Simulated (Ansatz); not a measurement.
# AlSiH2 (quartet): the correlation ladder, def2-QZVPP

One table from this session's results is given with a row withheld; the runs are named, their logs left out.

Program: Ansatz 0.2.0, Gaussian basis. Level of theory: def2-QZVPP, core rule «outside noble gas», up to 10 orbitals frozen. These are calculated values, not measurements.

To be run: UHF; ROHF; CCSD(T) on UHF.

## The system

The geometry is a PBE0/def2-TZVP stationary point (not a proven minimum).

4 atoms, charge 0, spin multiplicity 4.

Atoms are counted from 1 here; the program's logs count them from 0.

Bond lengths: Si1–Al2 2.409 Å, Al2–H3 1.583 Å, Al2–H4 1.583 Å. Angles: Si1–Al2–H3 117.4°, Si1–Al2–H4 117.4°, H3–Al2–H4 125.2°.

The first run:

The input, in.yaml:

```yaml
crystal:
  periodic: [false, false, false]
  atoms:
    - {symbol: Si, position_ang: [0.000000, 0.000000, 1.249328]}
    - {symbol: Al, position_ang: [0.000000, 0.000000, -1.159384]}
    - {symbol: H, position_ang: [0.000000, 1.405470, -1.888034]}
    - {symbol: H, position_ang: [0.000000, -1.405470, -1.888034]}
basis:
  gaussian: {orbitals: "def2-QZVPP.json"}
magnetization: {spin_polarized: true, initial_magnetization: 3}
hamiltonian: {xc: hf}
output: {orbitals: {seedname: orbitals}}
```

Command:

```sh
> ansatz run in.yaml --threads 1 --pin off --events-out ev --progress --plain --max-ram 2393MiB
```

Among the steps run: UHF; ROHF; CCSD(T) on UHF.

One table of the session follows, with a row left open; its other results are not shown here.

| method | from UCCSD(T) (meV) |
| --- | --- |
| ROHF | +5249.3 |
| UHF | ? |
| UMP2 | +1025.6 |
| UCCSD | +213.3 |
| UCCSD(T) | 0 |

Estimate the missing values for UHF.

As computed: from UCCSD(T) (meV): +5217.8. In the column «from UCCSD(T) (meV)» it lies between UMP2 (+1025.6) and ROHF (+5249.3).
